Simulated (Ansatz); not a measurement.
Frontier orbitals of `NC=[NH2+]`.

Z-matrix (Å, degrees):
```
N
C 1 1.304
H 1 1.009 2 119.9
H 1 1.010 2 123.0 3 180.0
N 2 1.304 1 125.4 3 -180.0
H 2 1.086 1 117.3 3 -0.0
H 5 1.009 2 119.9 1 180.0
H 5 1.010 2 123.0 1 -0.0
```

Total charge 1; spin multiplicity 1. Geometry: relaxed with PBE0-D4/def2-TZVP. It is one conformer, not always the lowest. Basis def2-TZVPP, Ansatz.

| functional | HOMO (eV) | LUMO (eV) | gap (eV) |
| --- | --- | --- | --- |
| PBE | -13.04 | -7.28 | 5.76 |
| r2SCAN | -13.31 | -7.01 | 6.30 |
| PBE0 | -14.38 | -6.16 | 8.22 |
| LC-ωPBE | -17.17 | -3.72 | 13.45 |
| ωB97X-V | -16.77 | -3.77 | 13.00 |
| ωB97M-V | -16.67 | -3.86 | 12.81 |

A quarter of exact exchange (PBE0) shifts PBE's HOMO by −1.35 eV and its LUMO by +1.11 eV; full exchange at long range (ωB97M-V) shifts them by −3.63 and +3.42 eV. The gap opens from 5.76 to 12.81 eV, since occupied levels lose self-interaction and empty ones feel all the electrons.

LC-ωPBE has ω = 0.4 bohr⁻¹.
